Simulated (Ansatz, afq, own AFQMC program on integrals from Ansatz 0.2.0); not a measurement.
# AlB, triplet in cc-pVDZ, levels against full CI

```xyz
2

B     0.0000    0.0000    0.0000
Al    0.0000    0.0000    1.6050
```

Basis cc-pVDZ. Only valence electrons are correlated. AFQMC by an in-house program on the Cholesky factors that Ansatz 0.2.0 writes for its CCSD(T) run. The CISD trial takes its coefficients from CCSD amplitudes. Released means that phaseless walkers are propagated on without the constraint, phases kept. ± is one standard error of the sampling.

Determinant: UHF, the one that the program's search chose, which needn't be the lowest solution. The geometry is a point of a scan.

Full CI on the same integrals is exact in this basis and with this determinant's frozen core.

Cautions: lower spins were not checked; the search met a lower determinant of the same kind, perhaps of another symmetry (487 meV lower); strong correlation (T1 0.134, weight of the determinant 0.65, largest double 0.27); (T) is large, 9 % of the CCSD correlation; unrestricted determinant spin contaminated (⟨S²⟩ 2.80 against 2.00); the released energies have errors that jump between times, so the bars are unsure, so no released level is given (meV from the phaseless value at times in 1/Eh: -30 ± 21 at 0.24, -15 ± 5 at 0.51, -31 ± 3 at 0.99, -44.1 ± 2.4 at 1.62, -48 ± 3 at 2.40).

```
T1 diagnostic                               : 0.1339
weight of the determinant in the CISD state : 0.651
⟨S²⟩ of the determinant                     : 2.799
size of the correlated space                : 6 electrons in 26 orbitals
```

Reference: full CI, correlation energy -3.644 eV. The cautions show a poor starting determinant, so the rows tell how each method copes with it here, and full CI is the sure value.

```json
{"level": "HF", "E − E(reference) (kJ/mol)": "351.5", "share of correlation (%)": "0.00"}
{"level": "MP2", "E − E(reference) (kJ/mol)": "147.5", "share of correlation (%)": "58.05"}
{"level": "CCSD", "E − E(reference) (kJ/mol)": "41.8", "share of correlation (%)": "88.11"}
{"level": "CCSD(T)", "E − E(reference) (kJ/mol)": "14.1", "share of correlation (%)": "95.98"}
{"level": "CCSDT", "E − E(reference) (kJ/mol)": "2.8", "share of correlation (%)": "99.20"}
{"level": "CCSDT(Q)", "E − E(reference) (kJ/mol)": "-1.2", "share of correlation (%)": "100.33"}
{"level": "CCSDTQ", "E − E(reference) (kJ/mol)": "0.1", "share of correlation (%)": "99.96"}
{"level": "ph-AFQMC/CISD", "E − E(reference) (kJ/mol)": "7.0 ± 0.4", "share of correlation (%)": "98.01"}
```

CCSDT and higher add their correlation energy to the determinant of the CCSD(T) run, since their own runs factorise the integrals more tightly (a shift of under 2 meV). A walk keeps the symmetry of its determinant, which the program's search chose and which needn't be the lowest solution, so a lower state of the same spin and another symmetry isn't excluded.
